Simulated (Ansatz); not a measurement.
Compare A (`N=C1CC1N`) with its isomer B (`CNC1C=N1`).

Gas-phase electronic energies from Ansatz, PBE0-D4/def2-TZVP geometries. CCSD(T)/CBS is the MP2 limit (def2-TZVPP, def2-QZVPP) plus CCSD(T) − MP2 in def2-TZVPP, frozen cores. Functionals use def2-TZVPP. B3LYP here is the variant with VWN-RPA as its local correlation; programs differ in this. One conformer a species, not always the lowest.

A:

```xyz
11

N     0.4952   -0.7032    1.8757
C     0.0346   -0.5308    0.7220
C    -0.0791   -0.9341   -0.6873
C    -0.6193    0.4126   -0.1802
N    -0.0029    1.6342   -0.6201
H     0.9899   -1.5960    1.9364
H     0.8235   -0.9275   -1.2934
H    -0.8079   -1.6825   -0.9807
H    -1.7041    0.4723   -0.1409
H     0.9977    1.5025   -0.7163
H    -0.1277    2.3526    0.0847
```

B:

```xyz
11

C     0.161    1.436    0.698
N     0.600    0.076    0.445
C    -0.404   -0.780   -0.044
C    -0.160   -1.779   -1.039
N    -0.765   -0.806   -1.545
H     0.984    2.011    1.127
H    -0.205    1.956   -0.198
H    -0.647    1.422    1.433
H     1.420    0.056   -0.145
H    -1.254   -0.870    0.628
H     0.271   -2.723   -1.360
```

(1) Which isomer does CCSD(T)/CBS put lower? Give the gap. (Best estimate.)

(2) Give E(B) − E(A) in kJ/mol with CCSD/def2-TZVPP, PBE0-D4, HF/def2-TZVPP, MP2/def2-TZVPP, B3LYP-D4, CCSD(T)/def2-TZVPP, PBE-D4. (Best estimate.)

Largest T1 diagnostic: 0.012.

Results:

(1) Ansatz gave: A, by 26.9 kJ/mol.

(2) Ansatz gave: CCSD/def2-TZVPP 28.5, PBE0-D4 38.3, HF/def2-TZVPP 30.3, MP2/def2-TZVPP 22.8, B3LYP-D4 33.5, CCSD(T)/def2-TZVPP 26.3, PBE-D4 36.9. None reverses the order clearly.

In def2-TZVPP, CCSD(T) changes the Hartree–Fock value by −4.0 kJ/mol (the triples alone add −2.2 kJ/mol) and MP2 by −7.5 kJ/mol.
